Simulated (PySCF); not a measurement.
PySCF job for hydrogen fluoride (FH), SMILES F, B3LYP/pcJ-2. Coordinates come from a B3LYP-D3(BJ)/def2-TZVPD optimisation.

```python
import numpy as np
from pyscf import gto, scf, dft
from pyscf.prop.ssc import rks as ssc

mol = gto.M(
    atom='''
    F     0.00000000    0.00000000   -0.09254180
    H     0.00000000    0.00000000    0.83287620
    ''',
    basis='pcJ-2',
    charge=0,
    spin=0,
    max_memory=1600,
    verbose=3,
)
mf = dft.RKS(mol, xc='b3lyp')
mf.grids.level = 3
mf.conv_tol = 1e-10
mf.max_cycle = 100
mf.kernel()
j = ssc.SSC(mf)
j.with_fcsd = True
j.max_cycle_cphf = 80
j.conv_tol = 1e-7
e11 = j.kernel()
```

Output:

```
converged SCF energy = -100.496423037508
Reduced spin-spin coupling constant K (Hz)
               #0        #1
        0 F    0.00000
        1 H   13.59023   0.00000
Spin-spin coupling constant J (Hz)
               #0        #1
        0 F    0.00000
        1 H  399.11920   0.00000
```

The calculation finished and met its thresholds.

Cost: very roughly 6 core-seconds.
